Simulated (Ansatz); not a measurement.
**AlP2H (singlet): from Hartree-Fock to the top rungs, cc-pVDZ**

One table from this session's results is given with a row withheld; the runs are named, their logs left out.

Computed with Ansatz 0.2.0, Gaussian basis. Level: cc-pVDZ, core rule «outside noble gas», up to 15 orbitals frozen.

The runs, in order: UHF; CCSD(T) on RHF; CCSD(T) on UHF; BCCD(T) on RHF; CISD; CCSDT(Q) on RHF; CCSDT(Q) on UHF; CASSCF and NEVPT2, 10 electrons in 11 orbitals.

28 further runs of the same task are left out: 4 for a known fault of the program, 7 that didn't finish, 17 set aside as unsound or not needed.

## The geometry

The geometry is a PBE0/def2-TZVP stationary point (not a proven minimum) of the parent state, kept for this charge and spin.

4 atoms, charge 0, spin multiplicity 1.

Atoms are counted from 1 here; the program's logs count them from 0.

Bond lengths: Al1–P2 2.256 Å, Al1–P3 2.256 Å, Al1–H4 1.569 Å, P2–P3 2.130 Å. Angles: P2–Al1–P3 56.3°, P2–Al1–H4 151.8°, P3–Al1–H4 151.8°, Al1–P2–P3 61.8°, Al1–P3–P2 61.8°.

Set-up of the first run:

in.yaml reads:

```yaml
crystal:
  periodic: [false, false, false]
  atoms:
    - {symbol: Al, position_ang: [0.000000, 0.000000, 1.352626]}
    - {symbol: P, position_ang: [0.000000, 1.064756, -0.636684]}
    - {symbol: P, position_ang: [0.000000, -1.064755, -0.636684]}
    - {symbol: H, position_ang: [0.000000, 0.000000, 2.921863]}
basis:
  gaussian: {orbitals: cc-pVDZ}
magnetization: {spin_polarized: true, initial_magnetization: 0}
hamiltonian: {xc: hf}
output: {orbitals: {seedname: orbitals}}
```

On the command line:

```console
$ ansatz run in.yaml --threads 1 --pin off --events-out ev --progress --plain --max-ram 2393MiB
```

Steps of the session up to this table: UHF; CCSD(T) on RHF; CCSD(T) on UHF; BCCD(T) on RHF; CISD; CCSDT(Q) on RHF; CCSDT(Q) on UHF; CASSCF and NEVPT2, 10 electrons in 11 orbitals.

One of the session's tables, all rows but one given; the rest of the session is left out.

```
        method  from RCCSDT(Q) (kcal/mol)
           RHF                    +208.61
           UHF                    +207.04
          RMP2                     +30.90
          CISD                     +36.59
         RCCSD                     +12.09
      RCCSD(T)                      +1.69
       BCCD(T)                      +1.62
        RCCSDT                      +1.15
     RCCSDT(Q)                          0
CASSCF valence                          ?
NEVPT2 valence                     +27.74
```

**Question.** Estimate the row for CASSCF valence.

The run gave: from RCCSDT(Q) (kcal/mol): +145.27. In the column «from RCCSDT(Q) (kcal/mol)» it lies between CISD (+36.59) and UHF (+207.04).

Not comparable, so not listed: CCSD(T) on UHF; CCSDT(Q) on UHF (they don't share determinant, frozen orbitals or solution with the rows shown, or repeat one).

Limits of these values: Warnings: restricted reference is unstable; spin contamination.
